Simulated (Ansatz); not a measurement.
**BN (boron nitride) at UCCSD/6-31G**

Aim: the energy change on altering one bond length of BN (boron nitride) at UCCSD/6-31G, from 2 runs. 

The results are computed with Ansatz 0.2.0.

69 further runs of the same task are left out: 69 set aside as unsound or not needed.

## Step 1: Starting point

The species is BN (2 atoms), meant as a triplet with charge 0. SMILES: `B#N`. The shape is that of a PBE0-D4/def2-TZVP optimisation.

Bond lengths: B1–N2 1.315 Å.

## Step 2: A single-point energy at UCCSD/6-31G

run.yaml reads:

```yaml
basis:
  gaussian: {orbitals: 6-31G}
crystal:
  periodic: [false, false, false]
  atoms:
    - symbol: B
      position_ang: [-0.000000, -0.000000, -0.023520]
    - symbol: N
      position_ang: [0.000000, 0.000000, 1.291950]
magnetization: {spin_polarized: true, initial_magnetization: 2}
correlation: {method: ccsd, frozen_orbitals: {B: 1, "N": 1}}
accuracy: high
scf: {omitted_lower_state_checks: [cluster_reference, increment]}
```

Launch:

```bash
$ ansatz run run.yaml --threads 1 --pin off --max-ram 3480MiB --events-out events.jsonl --progress --plain --runs-dir runs
```

What it wrote, cut to the lines that bear on the results:

```text
Warning: RAYON_NUM_THREADS=1 ignored (pool sized by the plan → 1); use --threads N
Functional definition: HF
  name "HF"
[...]
417 factors; integrals over basis functions are off by at most 3.2e-9 eV
[...]
mean field -2148.46889869 eV, -78.9547757425 hartree, gradient 5.5e-8 eV, S^2 2.073663; 12 other end points of the search recorded, 0 dependent functions left out
2 core orbitals not correlated: weight in the atoms' cores, before any rotation towards them, 1.000 or more for the frozen orbitals, at most 0.000 for the correlated occupied ones
reference -2148.46889869 eV, -78.9547757425 hartree; 5, 3 occupied and 11, 13 virtual orbitals, 417 factors
second order -3.32694096 eV of doubles, -0.00000000 eV of singles
cycle   1  -3.43877096 eV  change   -1.1e-1 eV  update   8.6e-2
[...]
cycle  28  -3.81926626 eV  change   4.2e-10 eV  update  2.3e-10
Total energy: -2152.28816496 eV, -79.0951311889 hartree
Checks for a lower state left out: cluster_reference, increment
```

It took 0.38 s on 1 thread of Intel Xeon 6975P-C (Granite Rapids), shared host.

## Step 3: The distorted shape at the same level

in.yaml reads:

```yaml
crystal:
  periodic: [false, false, false]
  atoms:
    - {symbol: B, position_ang: [-0.000000, -0.000000, -0.352350]}
    - {symbol: N, position_ang: [0.000000, 0.000000, 1.291950]}
basis:
  gaussian:
    orbitals: 6-31G
magnetization:
  spin_polarized: true
  initial_magnetization: 2
correlation:
  method: ccsd
  frozen_orbitals: {B: 1, "N": 1}
accuracy: high
scf:
  omitted_lower_state_checks: [cluster_reference, increment]
```

Launch:

```bash
$ ansatz run in.yaml --threads 1 --pin off --max-ram 3480MiB --events-out events.jsonl --progress --plain --runs-dir runs
```

What it wrote, cut to the lines that bear on the results:

```text
Warning: RAYON_NUM_THREADS=1 ignored (pool sized by the plan → 1); use --threads N
[... 2 set-up lines as earlier in the session ...]
[...]
419 factors; integrals over basis functions are off by at most 3.2e-9 eV
[...]
mean field -2148.00957367 eV, -78.9378958591 hartree, gradient 3.9e-8 eV, S^2 2.376746; 12 other end points of the search recorded, 0 dependent functions left out
2 core orbitals not correlated: weight in the atoms' cores, before any rotation towards them, 1.000 or more for the frozen orbitals, at most 0.000 for the correlated occupied ones
reference -2148.00957367 eV, -78.9378958591 hartree; 5, 3 occupied and 11, 13 virtual orbitals, 419 factors
second order -2.25457096 eV of doubles, -0.00000000 eV of singles
cycle   1  -2.63558567 eV  change   -3.8e-1 eV  update   8.0e-2
[...]
cycle  51  -3.13903106 eV  change   9.1e-10 eV  update  5.9e-10
Total energy: -2151.14860473 eV, -79.0532531229 hartree
Checks for a lower state left out: cluster_reference, increment
```

Run time: 0.42 s. Hardware: 1 thread of Intel Xeon 6975P-C (Granite Rapids), shared host.

## Step 4: What came out

At UCCSD/6-31G, 2 core orbitals frozen:

| quantity | value |
| --- | --- |
| first shape: total energy | -79.09513 Eh |
| first shape: correlation energy (2 core orbitals frozen) | -140.4 mEh |
| first shape: ⟨S²⟩ of the reference determinant | 2.074 |
| first shape: T1 diagnostic | 0.049 |
| distorted shape: total energy | -79.05325 Eh |
| distorted shape: correlation energy (2 core orbitals frozen) | -115.4 mEh |
| distorted shape: ⟨S²⟩ of the reference determinant | 2.377 |
| distorted shape: T1 diagnostic | 0.160 |
| energy change with the B1–N2 bond stretched from 1.315 to 1.644 Å | 1.140 eV |

What this shows: With the B1–N2 bond stretched from 1.315 to 1.644 Å the energy rises by 1.14 eV (26 kcal/mol). The first shape isn't relaxed at this level, so the change isn't measured from a minimum. The T1 diagnostic (first shape) of 0.049 is above the customary mark for such species, so a single reference may not serve. ⟨S²⟩ (distorted shape) is 2.38 where a pure triplet has 2.00: the reference is spin-contaminated. The T1 diagnostic (distorted shape) of 0.160 is above the customary mark for such species, so a single reference may not serve.
